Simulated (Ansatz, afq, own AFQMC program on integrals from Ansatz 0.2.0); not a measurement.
Integrals from Ansatz 0.2.0, then the random walk in our own AFQMC program (afq).

```yaml
crystal:
  periodic: [false, false, false]
  atoms:
    - {symbol: As, position_ang: [0.000000, 0.000000, 0.000000]}
basis:
  gaussian: {orbitals: aug-cc-pVTZ}
magnetization: {spin_polarized: true, initial_magnetization: 3}
correlation: {method: ccsd_t, electrons: outside_noble_gas, hamiltonian_folder: ham}
```

```sh
$ ansatz run in.yaml --threads 1 --pin off --events-out ev --progress --plain --max-ram 24576MiB --backend cuda --devices 0, --max-vram 18GiB
```

afq runs on the folder ham with

```
--method phaseless --trial hf --walkers 4000 --populations 20 --least-time 40 --time-step 0.005 --steps-per-block 20 --equilibration-blocks 112 --max-blocks 4000 --target-error 0.00042 --factor-cut 1e-05 --start spin_pure --seed 5539 --taylor-order 6
```

Times are imaginary, in 1/Eh. The walk had a cap of 54 s. With eight or more populations the least sampling time is a fifth of least-time, and the error comes from their spread. Filled inner d shells are frozen with the cores.

Log:

```
orbitals 45  electrons 4 1  factors 298 of 371
reference energy -2234.23721416 Eh
CCSD correlation -0.08661670 Eh in 7 cycles, weight of the determinant in the CISD state 0.9457
energy of the start -2234.237216 Eh
 block  time / (1/Eh)  mean weight  energy / Eh
     1     0.100  1.0002  -2234.252055
     2     0.200  1.0004  -2234.263603
     3     0.300  1.0004  -2234.273025
     4     0.400  1.0005  -2234.280393
     5     0.500  1.0005  -2234.286615
    10     1.000  1.0003  -2234.306264
    26     2.600  1.0000  -2234.323400
    31     3.100  1.0001  -2234.325703
    56     5.600  1.0002  -2234.328342
    71     7.100  1.0000  -2234.330141
    81     8.100  0.9998  -2234.326297
   106    10.600  0.9999  -2234.326357
   131    13.100  0.9999  -2234.326858
   156    15.600  1.0002  -2234.329603
   181    18.100  0.9997  -2234.327027
   206    20.600  0.9999  -2234.326210
   231    23.100  0.9998  -2234.327628
error from the spread of 20 populations
energy -2234.327775 +/- 0.000409 Eh
(rows thinned)
```

The run passed its tests (sampling time, drift between the halves within three errors, error under three times the target), which doesn't prove that it has relaxed.

Against this walk (error 11.1 meV) on the same determinant: CCSD(T) 24.7 meV higher, CCSDT(Q) 5.6 meV higher (within the noise), full CI 5.1 meV higher (within the noise), a separate phaseless walk with a CISD trial and standard settings 6.2 ± 11.2 meV higher (within the noise). The error is statistical and leaves out the bias of the constraint.

Cautions: constraint bias not in the error; no relativity below Rb; no spin-orbit coupling; inner d shell frozen.

The walk took 31 s on 1 × NVIDIA H100 80GB HBM3 with 2 threads of AMD EPYC 7R13 Processor (Zen 3), with other jobs on the host (the card was shared). The log's last line is the phaseless energy.

CCSDT and higher add their correlation energy to the determinant of the CCSD(T) run, since their own runs factorise the integrals more tightly (a shift of under 2 meV). A walk keeps the symmetry of its determinant, which the program's search chose and which needn't be the lowest solution, so a lower state of the same spin and another symmetry isn't excluded.
